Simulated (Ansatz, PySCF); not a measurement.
System: C3H3, charge 0, multiplicity 2. It need not be the lowest isomer of its formula. 
Structure (B3LYP-D3(BJ)/def2-TZVP (Ansatz, a quantum-chemistry and plane-wave program) minimum search):
```xyz
6

C      0.1102     0.0659     0.3263
C     -0.1374    -0.0523     1.5446
C      0.0300    -0.0005    -1.1193
H      0.0061     0.9982    -1.5605
H      0.8683    -0.5625    -1.5367
H     -0.8913    -0.5141    -1.4127
```
Charge 0, spin multiplicity 2.

Dipole moments at this geometry, in debye (magnitudes).

```tsv
level	program	dipole (D)
r2SCAN/def2-TZVPD	Ansatz	2.88
M06-2X/def2-TZVPD	PySCF	2.06
MN15/def2-TZVPD	PySCF	2.85
wB97M-V/def2-TZVPD	Ansatz	3.63
CCSD(T)/aug-cc-pVDZ	Ansatz	1.92
```
